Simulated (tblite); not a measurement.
Species: C5H6F (doublet state).
SMILES with atom numbers: `[CH2:1]=[CH:2][C:3]=[C:4]([CH3:5])[F:6]` (hydrogens: H7, H8 on C1; H9 on C2; H10, H11, H12 on C5)
Bond orders are those of one Lewis drawing.

Computed with GFN2-xTB (tblite), gas phase: L-BFGS steps from a force-field or distance-geometry start until the largest atomic force falls under 0.01 eV/Å.

Step 54: E = -499.7437 eV
```
atom  x, y, z in Å  |  force x, y, z in eV/Å
C1      2.4105   -0.1408   -0.2498   -0.174   0.065  -0.006
C2      1.2373   -0.7459   -0.6326    0.158   0.028  -0.027
C3      0.0307   -0.1773   -0.4268    0.075  -0.058  -0.214
C4     -1.0922    0.3912   -0.1437    0.068  -0.050  -0.030
C5     -1.8137    0.2804    1.1568   -0.193  -0.021   0.089
F6     -1.7906    1.1252   -1.0650    0.049   0.071  -0.091
H7      2.3523    0.8072    0.2591    0.198  -0.040  -0.040
H8      3.3721   -0.5811   -0.4354   -0.038   0.012   0.015
H9      1.2738   -1.7136   -1.1261   -0.051   0.054   0.093
H10    -2.5825   -0.4868    1.0642   -0.085   0.068   0.128
H11    -2.2785    1.2352    1.3987   -0.025  -0.056  -0.025
H12    -1.1179    0.0056    1.9392    0.019  -0.071   0.106
```

Step 55: E = -499.7518 eV
```
atom  x, y, z in Å  |  force x, y, z in eV/Å
C1      2.4207   -0.1367   -0.2630   -0.013   0.091   0.024
C2      1.2422   -0.7407   -0.6246    0.055   0.039  -0.020
C3      0.0390   -0.1681   -0.4103    0.046  -0.028  -0.226
C4     -1.0904    0.3924   -0.1367    0.094  -0.063   0.030
C5     -1.8247    0.2735    1.1555   -0.211  -0.029   0.109
F6     -1.7790    1.1331   -1.0569    0.016   0.095  -0.146
H7      2.3915    0.8323    0.2122    0.117  -0.124  -0.050
H8      3.3763   -0.5996   -0.4296   -0.057   0.022  -0.017
H9      1.2591   -1.7145   -1.1076    0.010   0.052   0.111
H10    -2.5996   -0.4846    1.0515   -0.086   0.005   0.099
H11    -2.2929    1.2232    1.4038   -0.012   0.022  -0.027
H12    -1.1411   -0.0110    1.9443    0.042  -0.082   0.113
```

Problem. Estimate the geometry and energy of step 56. (The exact step hangs on the optimiser's Hessian estimate; all steps are aligned on step 55, rigid shifts and turns removed.)

Solution. E = -499.7590 eV, largest force 0.197 eV/Å
```
atom  x, y, z in Å  |  force x, y, z in eV/Å
C1      2.4311   -0.1319   -0.2733    0.137   0.025   0.000
C2      1.2501   -0.7330   -0.6207   -0.080   0.046  -0.020
C3      0.0466   -0.1634   -0.4009   -0.029   0.019  -0.152
C4     -1.0888    0.3870   -0.1281    0.086  -0.054   0.065
C5     -1.8390    0.2694    1.1575   -0.118  -0.033   0.090
F6     -1.7686    1.1315   -1.0519   -0.017   0.108  -0.164
H7      2.4332    0.8454    0.1776    0.022  -0.046   0.010
H8      3.3778   -0.6144   -0.4298   -0.005  -0.001  -0.050
H9      1.2551   -1.7079   -1.0990    0.055   0.001   0.102
H10    -2.6217   -0.4764    1.0487   -0.113  -0.086   0.047
H11    -2.3074    1.2179    1.4049    0.022   0.088  -0.027
H12    -1.1671   -0.0249    1.9534    0.040  -0.066   0.099
```

The energy changes by -0.0072 eV. The first-order estimate −F·Δx gives -0.0108 eV and the mean of the old and new forces, exact on a quadratic surface, -0.0073 eV. The step makes an angle of 74° with the force vector and moves no atom by more than 0.056 Å.

What follows is the cost of the whole relaxation. On an Arm Neoverse V1 with one thread, no GPU, on a shared host, this took 0.44 s.
